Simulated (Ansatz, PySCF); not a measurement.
propane (C3H8), SMILES C(C)C.

Coordinates come from a ωB97X-D3(BJ)/def2-SVP optimisation.

Vertical ionisation energy (IE) and electron affinity (EA) in eV. Rows of orbital energies are one-electron estimates. Where ΔSCF, EOM or ADC give a negative EA the extra electron is unbound and the value depends on the basis.

```
level                                                                   IE     EA
-------------------------------------------------------------------  -----  -----
−ε(HOMO), −ε(LUMO), M06-2X/def2-TZVPD (PySCF)                        10.44  -0.62
−ε(HOMO), −ε(LUMO), PBE/def2-TZVPD (PySCF)                               …      …
ΔSCF, PBE0/def2-SVPD (Ansatz), final states of multiplicity 2 and 2  11.47  -2.03
ΔSCF, PBE/def2-SVPD (Ansatz), final states of multiplicity 2 and 2   11.04  -1.86
```

Problem. Some entries are withheld; supply them. (Estimate from the structure and the level; the computed values follow.)

Solution. 
- −ε(HOMO), −ε(LUMO), PBE/def2-TZVPD (PySCF), IE: 7.70
- −ε(HOMO), −ε(LUMO), PBE/def2-TZVPD (PySCF), EA: 0.15

Problem. What vertical singlet–triplet gap does ΔSCF give with PBE0/def2-SVPD (Ansatz, a first-principles code) and with PBE/def2-SVPD (Ansatz)? (The exact figures need the calculation; the answer reports its results.)

Solution. 8.58 and 7.99 eV (triplet above singlet where positive).
